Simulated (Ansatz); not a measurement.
**Relaxing platinum (fcc)**

Method: DFT, revPBE, plane waves (420 eV) with PAW, scalar-relativistic (Ansatz 0.2.0). (PAW data from PBE, frozen cores regenerated.)

k-point mesh 14×14×14, Fermi-Dirac smearing 0.05 eV, starting moments 1.00 μB. Cell and atoms relax.

Starting structure:

```yaml
crystal:
  lattice:
    - [0.0, 1.96155, 1.96155]
    - [1.96155, 0.0, 1.96155]
    - [1.96155, 1.96155, 0.0]
  atoms:
    - { symbol: Pt, position: [0.0, 0.0, 0.0], spin: 1.0 }
hamiltonian:
  xc: revpbe
  pseudopotentials:
    kind: paw
    azcp:
      Pt: "pseudopotentials/Pt.paw.azcp"
basis:
  ecutwfc: 420
  fft_grid_basis: typed
kpoints:
  mp_grid: { grid: [14, 14, 14], shift: [0, 0, 0] }
magnetization:
  spin_polarized: true
scf:
  occupations: { method: fermi_dirac, width: 0.05 }
relax:
  max_steps: 60
  f_tol: 0.01
  cell: {}
```

Question: What cell does the relaxation end in?

Answer: Fm-3m with a = 3.986 Å; 15.83 Å³ per atom against 15.09 at the start (4.9 %).

Question: How much energy does the relaxation gain?

Answer: 27.7 meV per atom.

Question: Which magnetic state does it end in?

Answer: non-magnetic.
